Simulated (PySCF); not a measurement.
CH3BS: core ionisation energies

Methylthioborine, CH3BS.
Numbering: `[CH3:1][B:2]=[S:3]`

Cartesian coordinates in Å at the PBE0-D3(BJ)/def2-SVP level; atoms count from 1:
```
atom  x, y, z in Å
C1    -0.582    0.045    0.010
B2     0.943   -0.070   -0.036
S3     2.552   -0.193   -0.083
H4    -0.950   -0.079    1.041
H5    -1.048   -0.730   -0.618
H6    -0.909    1.031   -0.358
```

Method: delta-SCF UKS SCAN, pcX-2 on the ionised atom, pcseg-1 elsewhere, spin-free X2C in PySCF 2.14.0. These are vertical core ionisation energies against the vacuum level, from separate self-consistent calculations with and without the core hole.

Q: List the computed XPS lines with their assignment.

A: 
| atom(s) | bonded to | level | binding energy (eV) | 2p1/2 (eV) | count |
| --- | --- | --- | --- | --- | --- |
| S3 | B (double bond) | S 2p3/2 | 168.91 | 170.14 | 1 |
| B2 | S (double bond) and C | B 1s | 196.92 | – | 1 |
| C1 | 3 H and B | C 1s | 291.40 | – | 1 |
| S3 | B (double bond) | S 1s | 2476.66 | – | 1 |

Q: Which effective nuclear charge Zeff reproduces each element's mean 1s value in the hydrogen-like formula E = 13.606 eV × Zeff²?

A: B (Z = 5): mean 196.9 eV, Zeff = 3.80, Z − Zeff = 1.20; C (Z = 6): mean 291.4 eV, Zeff = 4.63, Z − Zeff = 1.37; S (Z = 16): mean 2476.7 eV, Zeff = 13.49, Z − Zeff = 2.51. Means run over the listed sites, weighted by atom count.

Q: Which photon wavelength matches the C 1s of C1 threshold?

A: λ = hc/E = 12398.42 eV Å / 291.40 eV = 42.548 Å.

The unrestricted hole states depart most from a pure doublet (⟨S²⟩ = 0.75; over 0.85 named) for B 1s of B2 (0.92), which makes this value less certain. 2p3/2 and 2p1/2 are the ΔSCF energy of one spin-free 2p hole plus the eigenvalues of a spin–orbit and ligand-field matrix of the shell. 2p1/2 minus 2p3/2 (ligand field included): S 1.23 eV. Isolated species at its PBE0-D3(BJ)/def2-SVP geometry, gas phase.
